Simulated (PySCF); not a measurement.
# H3OP (PH3O): the cost of one run

Computed with PySCF 2.14.0, with density-fitted response routines of our own, on a single molecule in the gas phase. Atoms are numbered from 0 throughout.

## Step 1: The starting structure

5 atoms, charge 0, multiplicity 1; geometry from: GFN2-xTB. The atoms were then displaced at random by about 0.03 Å, so the start is not that level's minimum.

Bonds of the start (Å): O0–P1 1.55, P1–H2 1.41, P1–H3 1.44, P1–H4 1.40.

## Step 2: Relaxing the molecule at PBE0-D3(BJ)/def2-SVP

Job settings and geometry (Å):

```
{"job": {"xc": "PBE0", "basis": "def2-SVP", "d3": "d3bj", "grid": 1, "shake": 0.03, "kind": "geom"}, "charge": 0, "multiplicity": 1}
O      1.191530    -0.877540     0.630000
P      0.034690    -0.046680     0.013250
H     -0.897870     0.530680     0.892750
H      0.550690     1.052700    -0.766110
H     -0.786940    -0.763930    -0.866380
```

Command:

```bash
> OMP_NUM_THREADS=1 python probes_run.py task.json out
```

This one command runs all jobs of the session in turn.

Q: Estimate the wall time and peak memory of this first job on 1 thread of Arm Neoverse N1, shared host.

About 4.8 s, with a peak of 0.24 GiB.
